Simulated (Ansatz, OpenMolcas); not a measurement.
**How methods differ on SiH3 (silyl radical)**

SiH3: 4 atoms, total charge 0, spin state doublet. SMILES: `[SiH3]`. The coordinates come from a GFN2-xTB relaxation.

```
atom    x (Å)    y (Å)    z (Å)
  Si   0.2066  -0.0189  -0.1151
   H   0.5871   0.6618   1.1056
   H  -0.1950  -1.4016   0.0434
   H  -0.5987   0.7587  -1.0339
```

Each level gives the energy change with the Si1–H2 bond stretched from 1.449 to 2.173 Å (eV). The values are calculated.

| level | kind | program | value (eV) | less FCI/3-21G | CPU time (all runs) |
| --- | --- | --- | --- | --- | --- |
| UBLYP/3-21G | GGA | Ansatz | 1.52 | +0.08 | 1.7 s |
| U-r2SCAN0/3-21G | hybrid meta-GGA | Ansatz | 1.76 | +0.32 | 5.1 s |
| UB3LYP/3-21G | global hybrid | Ansatz | 1.66 | +0.22 | 2 s |
| UCAM-B3LYP/3-21G | range-separated hybrid | Ansatz | 1.76 | +0.32 | 2.6 s |
| UHSE06/3-21G | range-separated hybrid | Ansatz | 1.68 | +0.24 | 2.6 s |
| RPA@PBE/3-21G | RPA | Ansatz | 1.41 | -0.03 | 2.2 s |
| UCCSDT/3-21G | coupled cluster or CI | Ansatz | 1.44 | 0.00 | 0.94 s |
| FCI/STO-3G | exact in the basis | OpenMolcas | 2.67 | +1.23 | 3.5 s |
| FCI/3-21G | exact in the basis | Ansatz | 1.44 | 0.00 | 2.9 s |

FCI/3-21G is exact within its basis and frozen core, so for wave-function methods in that basis the difference is their error; functionals converge differently with the basis, so for them it is only a difference. The first shape isn't each level's own minimum. The values span 1.41 to 2.67 eV. Spin contamination of the reference (⟨S²⟩ at least 0.1 too high) touches UCCSDT/3-21G. All rows use very small basis sets, so even the best lies far from the true value. CPU times are rough (shared hosts, several kinds of processor): they show what a rung costs within a factor of a few.
